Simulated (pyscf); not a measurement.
H₃C–In(CH₃)–NH₂ -> methylamine (H₃C–NH₂) + H₃C–In [singlet], a 1,1-elimination (singlet surface; C–In, In–N broken, C–N formed). Structures and frequencies: ωB97X-D3(BJ)/def2-SVP in PySCF. Energies in kcal/mol from the reactant's lowest minimum found.

Small-basis levels: PySCF, no dispersion term, spherical d functions. 

Q: Quick B3LYP/6-31G*+LANL2DZ single points give ΔE‡ = 72.4 kcal/mol and ΔE = +22.8 kcal/mol. What does ωB97M-D3(BJ)/def2-TZVP give, and how far is the quick result from it?

A: ωB97M-D3(BJ)/def2-TZVP gives ΔE‡ = 76.8 kcal/mol and ΔE = +15.5 kcal/mol. B3LYP/6-31G*+LANL2DZ lies 4.4 kcal/mol under it in the barrier and 7.3 kcal/mol over it in the reaction energy, so on this step it does not hold to within 3.0 kcal/mol. ωB97M-D3(BJ)/def2-TZVP has limits of its own. On the product side the descent ends in a bound adduct, 12.7 kcal/mol under the separated species and 73.2 kcal/mol under the saddle at ωB97X-D3(BJ)/def2-TZVP. At ωB97X-D3(BJ) the barrier from the zero used here is 81.8 kcal/mol. The same reactants have a lower exit, to CH₃• + [H₃C–In–NH₂]• (no saddle counted: cutting one bond costs +67.2 kcal/mol at ωB97M-D3(BJ), against +76.8 kcal/mol here). This is the saddle that the search found; another between the same sides may lie lower. A restricted solution here is unstable towards spin polarisation, so biradical character is likely and single-reference numbers are less safe. Elements past Kr carry the def2 core potentials, without spin-orbit coupling.
